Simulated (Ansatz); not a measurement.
C2H6N2 can be A, `C1NCN1`, or B, `N/C=C\N`.

Calculated with Ansatz (gas phase, PBE0-D4/def2-TZVP geometries, no zero-point term in ΔE). CCSD(T)/CBS is the MP2 limit (def2-TZVPP, def2-QZVPP) plus CCSD(T) − MP2 in def2-TZVPP, frozen cores. Functionals use def2-TZVPP. B3LYP here is the variant with VWN-RPA as its local correlation; programs differ in this. One conformer a species, not always the lowest.

**Question.** Which is lower in electronic energy at CCSD(T)/CBS, and by how much? (Estimate.)

**Answer.** Ansatz gave: B, by 100.0 kJ/mol.

**Question.** Give E(B) − E(A) in kJ/mol with CCSD(T)/def2-TZVPP, PBE-D4, HF/def2-TZVPP, LDA (SPW92), B3LYP-D4, B3LYP, PBE0-D4. (Best estimate.)

**Answer.** Computed: CCSD(T)/def2-TZVPP -93.7, PBE-D4 -103.3, HF/def2-TZVPP -93.2, LDA (SPW92) -101.5, B3LYP-D4 -111.9, B3LYP -112.4, PBE0-D4 -93.3. None reverses the order clearly.

**Question.** Does the order hold for the free energy at 298.15 K (harmonic terms from PBE0-D4)? (Best estimate.)

**Answer.** Ansatz gave: Yes: G(B) − G(A) = -109.4 kJ/mol, for one conformer each.

Largest T1 diagnostic: 0.011.

From BLYP to BHLYP (50 % exact exchange), in def2-TZVPP and without D4, E(B) − E(A) moves by +19.3 kJ/mol. At CCSD(T), def2-SVP lies +14.2 kJ/mol from the extrapolated value and def2-TZVPP +6.3 kJ/mol.
